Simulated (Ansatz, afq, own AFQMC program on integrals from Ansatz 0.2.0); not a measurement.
# Where AFQMC and coupled cluster stand for Cr, septet

A free Cr atom.

Basis def2-TZVP. Noble-gas cores (and the filled d shells of Ga–Kr and In–Xe) are frozen. Integrals, coupled cluster, full CI and functionals: Ansatz 0.2.0; the random walks run on the same integrals in our own AFQMC program. The CISD trial takes its coefficients from CCSD amplitudes. Released means that phaseless walkers are propagated on without the constraint, phases kept. Free projection: walkers drawn from exp(T), propagated without any constraint. Its projection time is finite, and what remains of the start isn't in its error. Error bars are statistical, one sigma. The metal's outer-core s and p shells are frozen, which shifts wave-function levels against functionals.

Determinant: UHF, the one that the program's search chose, which needn't be the lowest solution.

Full CI on the same integrals is exact in this basis and with this determinant's frozen core.

Cautions: no relativity below Rb; outer-core shells of the metal frozen; the released energies get too noisy after the second time (errors over twice the walk's own, or jumping), so no released level is given (meV from the phaseless value at times in 1/Eh: -3.5 ± 2.1 at 0.24, -9.4 ± 0.8 at 0.50, -17 ± 4 at 1.00, 16 ± 33 at 1.50).

- T1 diagnostic: 0.0175
- weight of the determinant in the CISD state: 0.969
- ⟨S²⟩ of the determinant: 12.000
- size of the correlated space: 6 electrons in 36 orbitals

Reference: full CI, correlation energy -2.271 eV.

```json
{"level": "HF", "E − E(reference) (kJ/mol)": "219.1", "share of correlation (%)": "0.00"}
{"level": "MP2", "E − E(reference) (kJ/mol)": "21.3", "share of correlation (%)": "90.26"}
{"level": "CCSD", "E − E(reference) (kJ/mol)": "5.1", "share of correlation (%)": "97.68"}
{"level": "CCSD(T)", "E − E(reference) (kJ/mol)": "0.8", "share of correlation (%)": "99.65"}
{"level": "CCSDT", "E − E(reference) (kJ/mol)": "0.2", "share of correlation (%)": "99.93"}
{"level": "CCSDT(Q)", "E − E(reference) (kJ/mol)": "0.0", "share of correlation (%)": "100.02"}
{"level": "CCSDTQ", "E − E(reference) (kJ/mol)": "0.0", "share of correlation (%)": "100.01"}
{"level": "ph-AFQMC/HF", "E − E(reference) (kJ/mol)": "3.9 ± 1.1", "share of correlation (%)": "98.23"}
{"level": "ph-AFQMC/CISD", "E − E(reference) (kJ/mol)": "1.9 ± 0.07", "share of correlation (%)": "99.13"}
{"level": "free AFQMC", "E − E(reference) (kJ/mol)": "-0.1 ± 0.1", "share of correlation (%)": "100.05"}
```

CCSDT and higher add their correlation energy to the determinant of the CCSD(T) run, since their own runs factorise the integrals more tightly (a shift of under 2 meV). Free projections are given only where their last times agree within the noise and don't stop above the reference; a slow remainder of the start can still hide under it. A walk keeps the symmetry of its determinant, which the program's search chose and which needn't be the lowest solution, so a lower state of the same spin and another symmetry isn't excluded.
